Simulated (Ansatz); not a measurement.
Basis-set extrapolation for CH₅BSi (`B1C[SiH2]1`) (PBE0-D4/def2-TZVP geometry, frozen core, Ansatz 0.2.0). Multiplicity 1, RHF reference.

```json
{"": "HF", "def2-TZVPP": "-354.341329", "def2-QZVPP": "-354.353202"}
{"": "MP2 correlation", "def2-TZVPP": "-0.397837", "def2-QZVPP": "-0.423461"}
{"": "CCSD(T) correlation", "def2-TZVPP": "-0.455743", "def2-QZVPP": "not run"}
```

Energies in hartree. Use E(X) = E(∞) + A·exp(−7.88·√X) for Hartree–Fock and E(X) = E(∞) + B·X^(−2.97) for correlation, with X = 3 and 4, and add CCSD(T) minus MP2 of the smaller set to the MP2 limit.

Problem. What is the CCSD(T) energy at the basis-set limit?

Solution. HF limit: -354.353202 + (-0.011873) × 0.13774 = -354.35484. MP2 limit: -0.423461 + (-0.025624) × 0.74074 = -0.44244. Higher-order term: -0.455743 − (-0.397837) = -0.05791. Total: -354.85519 hartree, 152.6 kJ/mol below CCSD(T)/def2-TZVPP.
